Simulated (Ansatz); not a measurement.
Input file:

```yaml
crystal:
  periodic: [false, false, false]
  atoms:
    - {symbol: F, position_ang: [-0.051694, 0.000000, 1.407864]}
    - {symbol: As, position_ang: [0.040417, 0.000000, -0.342367]}
    - {symbol: H, position_ang: [-1.014957, -1.090185, -0.543926]}
    - {symbol: H, position_ang: [-1.014945, 1.090196, -0.543925]}
basis:
  gaussian: {orbitals: cc-pVDZ}
hamiltonian: {xc: {name: PBE0}}
output: {forces: true, orbitals: {seedname: orbitals}}
```

```sh
$ ansatz run in.yaml --threads 1 --pin off --events-out ev --progress --plain --max-ram 2393MiB
```

The program prints:

```
544 factors; integrals over basis functions are off by at most 1.1e-3 eV
mean field evaluation 1: about -63578.5606 eV, gradient 2.8e1 eV
mean field evaluation 2: about -63576.1139 eV, gradient 4.8e1 eV
mean field evaluation 4: about -63579.7739 eV, gradient 6.0e-1 eV
mean field evaluation 8: about -63579.8165 eV, gradient 3.0e-2 eV
mean field evaluation 16: about -63579.8165 eV, gradient 1.7e-5 eV
mean field -63579.81648927 eV, -2336.5151600331 hartree, gradient 1.7e-5 eV, S^2 0.000000; 0 other end points of the search recorded, 0 dependent functions left out
the calculation of the forces begins
reference -63579.81650535 eV, -2336.5151606241 hartree; 22, 22 occupied and 29, 29 virtual orbitals, 544 factors
Total energy: -63579.81650535 eV, -2336.5151606241 hartree
Atom 0 at    -0.051694     0.000000     1.407864 Å, force     0.034997    -0.000000     0.558700 eV/Å
Atom 1 at     0.040417     0.000000    -0.342367 Å, force     0.122597    -0.000001    -0.421800 eV/Å
Atom 2 at    -1.014957    -1.090185    -0.543926 Å, force    -0.078797    -0.074928    -0.068450 eV/Å
Atom 3 at    -1.014945     1.090196    -0.543925 Å, force    -0.078797     0.074929    -0.068450 eV/Å
Dipole moment:    -0.058527     0.000000    -0.412681 e Å
```

Forces (eV/Å):
```
F    0.035  0.000  0.559
As   0.123  0.000 -0.422
H   -0.079 -0.075 -0.068
H   -0.079  0.075 -0.068
```

Ran on 1 thread of Arm Neoverse V2, shared host: 1.2 s wall, 0.09 GiB peak host memory.
